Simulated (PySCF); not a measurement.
# Continuum solvent and chemical shifts

Numbering as in the mapped SMILES `[O:1]=[C:2]([F:3])[F:4]`.

GIAO PBE0/pcSseg-1 in PySCF on one PBE0-D3(BJ)/def2-SVP conformer, non-relativistic, equivalent nuclei averaged. Solvents enter as an IEF-PCM continuum (chloroform with ε = 4.7) around the gas-phase geometry. Shifts are referred to TMS, CFCl3 computed in the same medium.

Gas phase, δ in ppm: C2 143.3, F3/F4 -21.8. Dipole moment 1.15 D.

**Question.** How does each δ change in the continuum?

**Answer.** 
```csv
atoms,environment,"Δδ, chloroform"
C2,carbonyl carbon,+1.7
F3/F4,fluorine bonded to C,+4.0
```

Changes are relative to the gas phase. The dipole moment becomes 1.31 D in chloroform.

**Question.** Which of the listed nuclei move most (in ppm), and what does the model miss? (N and O are left out, as their reference compounds move with the solvent too.)

**Answer.** F3/F4 (fluorine bonded to C, +4.0 ppm) in chloroform. A continuum only polarises the solute; specific hydrogen bonds, the anisotropy of aromatic solvents and changes of geometry or conformer are outside it.
